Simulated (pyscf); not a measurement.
Structures and frequencies: ωB97X-D3(BJ)/def2-SVP in PySCF.

Problem. Estimate by transition-state theory (the high-pressure limit) the rate constant of O=Ru(=O)(=O)(OH)–F (SMILES [O]=[Ru](=[O])(=[O])([OH])[F]) -> O=Ru(=O)(=O)=O (SMILES [O]=[Ru](=[O])(=[O])=[O]) + HF (SMILES F) (singlet surface; F–Ru, H–O broken, F–H formed) at 900 K, with ωB97M-D3(BJ)/def2-TZVP energies (ideal gas, 1 atm, RRHO with modes under 100 cm⁻¹ raised to 100, one conformer, R ln 2 for chiral ones without a mode under 150 cm⁻¹; no tunnelling).

Solution. The electronic barrier is 6.7 kcal/mol and the thermal terms add -0.6, so ΔG‡ = 6.1 kcal/mol. With k_BT/h = 1.88e+13 s⁻¹ and RT = 1.788 kcal/mol, k = 6.1e+11 s⁻¹; so small a molecule is far into fall-off at 1 atm, where the true rate is lower. Wigner's tunnelling factor for 827i cm⁻¹ would be 1.07. A shift of 1 kcal/mol in the barrier changes k by a factor 1.7. One saddle was located; it need not be the lowest between these sides. A restricted solution here is unstable towards spin polarisation, so biradical character is likely and single-reference numbers are less safe. Elements past Kr carry the def2 core potentials, without spin-orbit coupling.
